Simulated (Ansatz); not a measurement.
Born–Oppenheimer molecular dynamics of BH3O2 (6 atoms, charge 0, multiplicity 1). It starts from a relaxed structure.

Theory: RKS BLYP-D4/def2-SVP in Ansatz 0.2.0.

- ensemble: NVT, Langevin thermostat
- time step: 1 fs
- steps asked: 250
- set temperature: 1500 K
- friction: 0.05 /fs
- seed: 197834

First frame:

```xyz
6
Properties=species:S:1:pos:R:3
B 0.039 -0.187 0.062
H -0.162 0.178 1.204
O 1.336 -0.245 -0.360
H 1.402 -0.550 -1.287
O -0.971 -0.536 -0.801
H -1.853 -0.460 -0.395
```

Question: How far do the bonds stretch over the last three quarters of this one trajectory? (Pairs bonded in most of those frames.)

Answer: 
```csv
bond,mean (Å),spread (Å),shortest,longest
B1–H2,1.250,0.083,1.09,1.53
B1–O3,1.378,0.049,1.27,1.48
B1–O5,1.385,0.074,1.23,1.61
O3–H4,0.986,0.036,0.91,1.07
O5–H6,0.988,0.048,0.89,1.08
```

Mean temperature of the second half: 1628 K. A run of 0.25 ps of so small a system gives no equilibrium averages.

Run time: 3.5 min on 1 thread of Arm Neoverse V2, with other jobs on the host, peak memory 0.091 GiB.
